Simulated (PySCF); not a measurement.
## Atomic charges against the basis set

Species: C₅H₁₃N.
Geometry (PBE0-D3(BJ)/def2-SVP, Å), atoms numbered from 1 in this order:
```xyz
19
C5H13N angstrom
C      2.5371    0.7992    0.6842
C      1.0520    0.9783    0.4167
C      0.3806   -0.3140   -0.0257
N     -0.9915   -0.1541   -0.4517
C     -1.8851    0.2395    0.6062
C     -1.4794   -1.3064   -1.1625
H      2.7157    0.0566    1.4788
H      3.0047    1.7423    1.0047
H      3.0707    0.4538   -0.2159
H      0.8860    1.7351   -0.3683
H      0.5657    1.3667    1.3271
H      0.9455   -0.7204   -0.8820
H      0.4727   -1.0751    0.7884
H     -2.8978    0.3927    0.2025
H     -1.5662    1.1898    1.0575
H     -1.9593   -0.5170    1.4227
H     -0.8271   -1.5292   -2.0214
H     -2.4912   -1.1115   -1.5508
H     -1.5329   -2.2264   -0.5341
```

PBE0 throughout (PySCF), one geometry, spherical d and f functions. Isolated species at its PBE0-D3(BJ)/def2-SVP geometry (one conformer only). Atoms taken as equivalent share a column and are averaged. The first 7 of 9 kinds of atom are listed.

Mulliken charges (e):

```csv
basis,functions,C1,C2,C3,N4,C5/C6,H7/H8/H9,H10/H11
STO-3G,43,-0.231,-0.141,-0.057,-0.249,-0.148,+0.076,+0.078
6-31G,80,-0.498,-0.318,-0.135,-0.469,-0.325,+0.164,+0.169
pcSseg-0,80,-0.640,-0.529,-0.170,-0.790,-0.384,+0.228,+0.243
6-31G*,110,-0.529,-0.332,-0.156,-0.375,-0.373,+0.173,+0.172
def2-SVP,149,-0.083,-0.100,+0.075,-0.417,+0.062,+0.041,+0.042
cc-pVDZ,149,-0.081,-0.109,+0.046,-0.323,+0.020,+0.042,+0.041
"6-311+G(2d,p)",240,-0.681,+0.046,-0.386,+0.043,-0.377,+0.145,+0.129
aug-cc-pVDZ,255,+0.427,+0.662,+0.745,-0.535,+0.691,-0.128,-0.292
def2-TZVP,264,-0.374,-0.173,-0.146,-0.117,-0.304,+0.120,+0.101
```

IAO charges (e):

| basis | functions | C1 | C2 | C3 | N4 | C5/C6 | H7/H8/H9 | H10/H11 |
| --- | --- | --- | --- | --- | --- | --- | --- | --- |
| STO-3G | 43 | -0.390 | -0.256 | -0.178 | -0.180 | -0.316 | +0.131 | +0.131 |
| 6-31G | 80 | -0.429 | -0.257 | -0.160 | -0.223 | -0.328 | +0.142 | +0.137 |
| pcSseg-0 | 80 | -0.422 | -0.266 | -0.153 | -0.238 | -0.307 | +0.140 | +0.139 |
| 6-31G* | 110 | -0.408 | -0.247 | -0.136 | -0.238 | -0.297 | +0.135 | +0.130 |
| def2-SVP | 149 | -0.397 | -0.241 | -0.131 | -0.234 | -0.286 | +0.131 | +0.127 |
| cc-pVDZ | 149 | -0.407 | -0.245 | -0.136 | -0.234 | -0.296 | +0.134 | +0.129 |
| 6-311+G(2d,p) | 240 | -0.420 | -0.254 | -0.141 | -0.247 | -0.306 | +0.139 | +0.133 |
| aug-cc-pVDZ | 255 | -0.418 | -0.252 | -0.141 | -0.244 | -0.305 | +0.138 | +0.133 |
| def2-TZVP | 264 | -0.420 | -0.254 | -0.141 | -0.245 | -0.305 | +0.139 | +0.133 |

Some averages cover members that differ in this geometry, most widely: C5/C6, Mulliken in aug-cc-pVDZ +0.652 to +0.730; H7/H8/H9, Mulliken in aug-cc-pVDZ -0.147 to -0.096; C5/C6, Mulliken in 6-311+G(2d,p) -0.390 to -0.363 e.

**Question.** Which scheme is steadiest as the basis changes?

**Answer.** Largest range over the bases for any column: IAO 0.07 e, Mulliken 1.19 e. IAO charges move least and Mulliken charges most, counted in e. Without the minimal STO-3G basis the ranges are IAO 0.04, Mulliken 1.19 e.

**Question.** How much do the charges still move between the two largest bases, aug-cc-pVDZ and def2-TZVP?

**Answer.** At most, over all atoms: Mulliken 1.039 e, IAO 0.002 e.

**Question.** What do the same runs give for the total energy, the frontier levels and the dipole moment?

**Answer.** 
| basis | energy (Eh) | HOMO (eV) | LUMO (eV) | μ (D) |
| --- | --- | --- | --- | --- |
| STO-3G | -249.7509 | -3.37 | 9.60 | 0.76 |
| 6-31G | -252.7123 | -5.63 | 2.65 | 0.61 |
| pcSseg-0 | -252.2060 | -5.76 | 2.15 | 0.67 |
| 6-31G* | -252.7811 | -5.80 | 2.69 | 0.42 |
| def2-SVP | -252.6056 | -5.92 | 1.80 | 0.37 |
| cc-pVDZ | -252.7963 | -5.88 | 1.89 | 0.27 |
| 6-311+G(2d,p) | -252.8572 | -6.08 | 0.37 | 0.38 |
| aug-cc-pVDZ | -252.8126 | -6.06 | -0.05 | 0.35 |
| def2-TZVP | -252.8752 | -6.06 | 1.18 | 0.34 |

The dipole is fixed by the density alone, so its range of 0.49 D shows that the density itself changes with the basis, not only its division among atoms.
